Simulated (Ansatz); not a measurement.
Relaxation of BClH4O (7 atoms, charge 0, multiplicity 1), to a largest force component of 0.03 eV/Å in at most 50 steps.

Level of theory: RKS r2SCAN-D4/6-31G* in Ansatz.

```xyz
7
Properties=species:S:1:pos:R:3:forces:R:3
B -0.023 0.442 -0.438 0.01 -0.18 0.33
O -0.050 0.013 2.123 -0.08 0.73 -0.57
H -0.966 -0.305 2.179 0.00 0.00 0.00
H 0.970 -0.143 -0.736 -0.02 0.02 0.00
Cl -1.576 -0.222 -0.932 0.00 0.00 0.01
H -0.030 1.520 0.072 0.02 0.19 -0.27
H -0.153 0.957 1.852 0.06 -0.76 0.50
```

Q: Where does it end, and by what steps?

A: The run converged. The force dipped under the threshold on the way, but the program's further checks kept it going. After 18 steps the energy has fallen by 0.607 eV; H3 moved furthest, 0.80 Å. Joined: B1–O2 (2.60 → 1.68 Å).

```json
{"step": "0", "energy less start (eV)": "0.0000", "largest force component (eV/Å)": "0.762", "accepted": "yes"}
{"step": "1", "energy less start (eV)": "-0.0266", "largest force component (eV/Å)": "2.855", "accepted": "yes"}
{"step": "2", "energy less start (eV)": "-0.1771", "largest force component (eV/Å)": "2.291", "accepted": "yes"}
{"step": "3", "energy less start (eV)": "-0.3646", "largest force component (eV/Å)": "1.518", "accepted": "yes"}
{"step": "4", "energy less start (eV)": "-0.4852", "largest force component (eV/Å)": "1.074", "accepted": "yes"}
{"step": "5", "energy less start (eV)": "-0.5302", "largest force component (eV/Å)": "0.303", "accepted": "yes"}
{"step": "6", "energy less start (eV)": "-0.5472", "largest force component (eV/Å)": "0.324", "accepted": "yes"}
{"step": "7", "energy less start (eV)": "-0.5647", "largest force component (eV/Å)": "0.155", "accepted": "yes"}
{"step": "8", "energy less start (eV)": "-0.5195", "largest force component (eV/Å)": "1.552", "accepted": "no"}
{"step": "9", "energy less start (eV)": "-0.5773", "largest force component (eV/Å)": "0.222", "accepted": "yes"}
{"step": "10", "energy less start (eV)": "-0.5891", "largest force component (eV/Å)": "0.171", "accepted": "yes"}
{"step": "11", "energy less start (eV)": "-0.6030", "largest force component (eV/Å)": "0.057", "accepted": "yes"}
{"step": "12", "energy less start (eV)": "-0.6024", "largest force component (eV/Å)": "0.161", "accepted": "no"}
{"step": "13", "energy less start (eV)": "-0.6034", "largest force component (eV/Å)": "0.029", "accepted": "yes"}
{"step": "14", "energy less start (eV)": "-0.6034", "largest force component (eV/Å)": "0.381", "accepted": "no"}
{"step": "15", "energy less start (eV)": "-0.6051", "largest force component (eV/Å)": "0.132", "accepted": "yes"}
{"step": "16", "energy less start (eV)": "-0.6065", "largest force component (eV/Å)": "0.053", "accepted": "yes"}
{"step": "17", "energy less start (eV)": "-0.6064", "largest force component (eV/Å)": "0.113", "accepted": "no"}
{"step": "18", "energy less start (eV)": "-0.6068", "largest force component (eV/Å)": "0.002", "accepted": "yes"}
```

```xyz
7
Properties=species:S:1:pos:R:3
B -0.008 0.454 -0.062
O -0.029 0.287 1.608
H -0.344 -0.620 1.786
H 0.795 -0.371 -0.395
Cl -1.745 0.019 -0.544
H 0.243 1.618 -0.203
H -0.740 0.873 1.932
```

Run time: 58 s on 1 thread of Arm Neoverse V1 (shared host), peak memory 0.13 GiB.
